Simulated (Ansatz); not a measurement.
This script for Ansatz 0.2.0, Python API starts 2 runs on CH2N2, SMILES N#CN. What input does the engine get in each?

`cas_ch2n2.py`
```python
'''Static correlation in CH2N2: natural occupations of an active space.'''

import ansatz

geometry_ang = [
    ('N', [0.4924, -1.3353, 1.3747]),
    ('C', [0.2192, -0.554, 0.5021]),
    ('N', [-0.0798, 0.313, -0.4916]),
    ('H', [-0.8403, 0.2241, -1.0167]),
    ('H', [0.2584, 1.2786, -0.4099]),
]
mol = ansatz.Crystal.molecule()
for symbol, xyz in geometry_ang:
    mol = mol.atom(symbol, xyz)

model = mol.calculation()
model = model.basis(gaussian='cc-pVDZ')
model = model.correlation(active_electrons=2, active_orbitals=3)
for method in [None, 'sc_nevpt2']:
    data = (model if method is None else model.correlation(method)).run(threads=1, pin='off').report
    space = data['configurations']
    state = space['states'][0]
    print(method or 'casscf', f'total {data["free_energy_ev"] / 27.211386246:.6f} Ha, active-space state {state["energy"]["hartree"]:.6f} Ha, mean field {data["reference_energy_ev"] / 27.211386246:.6f} Ha')
    print('  determinants', state['n_determinants'], ' natural occupations', [round(n, 3) for n in space['natural_occupations']])
print('effectively unpaired electrons, sum of min(n, 2 - n):', round(sum(min(n, 2 - n) for n in space['natural_occupations']), 3))
```

Run 1:
```yaml
crystal:
  periodic: [false, false, false]
  atoms:
    - { symbol: "N", position_ang: [0.4924, -1.3353, 1.3747] }
    - { symbol: C, position_ang: [0.2192, -0.554, 0.5021] }
    - { symbol: "N", position_ang: [-0.0798, 0.313, -0.4916] }
    - { symbol: H, position_ang: [-0.8403, 0.2241, -1.0167] }
    - { symbol: H, position_ang: [0.2584, 1.2786, -0.4099] }
basis:
  gaussian:
    orbitals: cc-pVDZ
correlation:
  active_space:
    window:
      electrons: 2
      orbitals: 3
```

Run 2, against run 1:
```diff
+  method: sc_nevpt2
```

`python cas_ch2n2.py` gives:
```text
casscf total -147.940444 Ha, active-space state -147.940444 Ha, mean field -147.908146 Ha
  determinants 9  natural occupations [1.926, 0.072, 0.002]
sc_nevpt2 total -148.356837 Ha, active-space state -147.940443 Ha, mean field -147.908146 Ha
  determinants 9  natural occupations [1.926, 0.072, 0.002]
effectively unpaired electrons, sum of min(n, 2 - n): 0.147
```

What to keep in mind:
- Total energies depend on the basis set; only differences at equal settings carry meaning.
- The geometry is a force-field or estimated start, not a minimum of this method, and the basis set is short of its limit. The active space starts as a window about the frontier orbitals and is then optimised, not chosen by chemistry.
- The whole script took 4.2 s on 1 thread of Arm Neoverse V1 (shared host), peak memory 0.15 GiB.

(Lines on the test bed's own set-up are left out of the output.)
